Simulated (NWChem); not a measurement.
disilane (Si2H6); SMILES [SiH3][SiH3]

Results from NWChem. Pople sets run with spherical d functions. Medium grid unless said otherwise, to which SCAN and Minnesota functionals are sensitive. Coordinates come from a PBE-D3(BJ)/def2-SVP optimisation. Level r2SCAN/6-31G*: single points from the atomic guess with DIIS by default; each run changes one setting, and all converged runs end within 0.3 mHa of each other.

### Question
Which setting needs the most SCF iterations, or fails (no level shifting; core-Hamiltonian guess; occupation smearing of 0.005 Ha; defaults; DIIS on 20 Fock matrices)?

### Answer
core-Hamiltonian guess, with 8 against 6 for the defaults.
| setting | SCF iterations |
|---|---|
| defaults | 6 |
| no level shifting | 6 |
| core-Hamiltonian guess | 8 |
| occupation smearing of 0.005 Ha | 6 |
| DIIS on 20 Fock matrices | 6 |
